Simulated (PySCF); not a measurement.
Exercise with solution: chemical shift, span and skew from a shielding tensor

methylamine (CH5N), SMILES CN. Atoms are numbered in the order given.

```xyz
7

C     -0.7067    -0.0174     0.0000
N      0.7492     0.1204     0.0000
H     -1.1149     0.4853     0.8783
H     -1.1149     0.4853    -0.8783
H     -1.0785    -1.0515     0.0000
H      1.1521    -0.3286     0.8136
H      1.1521    -0.3286    -0.8136
```

The structure is a stationary point at B3LYP-D3(BJ)/def2-TZVP.

GIAO shieldings from HF/pcSseg-2 (PySCF), non-relativistic, no solvent. The symmetric part of the tensor of C1 has the principal values 144.5, 152.7, 189.9 ppm. The same nucleus in TMS has σ = 193.3 ppm at this level (PySCF, at its B3LYP-D3(BJ)/def2-TZVP geometry).

Problem. Work out the isotropic shielding, the ¹³C shift against TMS, the span and the skew.

Solution. 
σ(iso) = (σ11 + σ22 + σ33)/3 = 162.4 ppm. δ = σ(ref) − σ(iso) = 193.3 − (162.4) = 30.9 ppm.
Span Ω = σ33 − σ11 = 45.4 ppm. Skew κ = 3(σ(iso) − σ22)/Ω = 0.64. Tumbling in solution averages the tensor to δ; in a static solid the shielding alone would spread this spin-1/2 line over Ω.
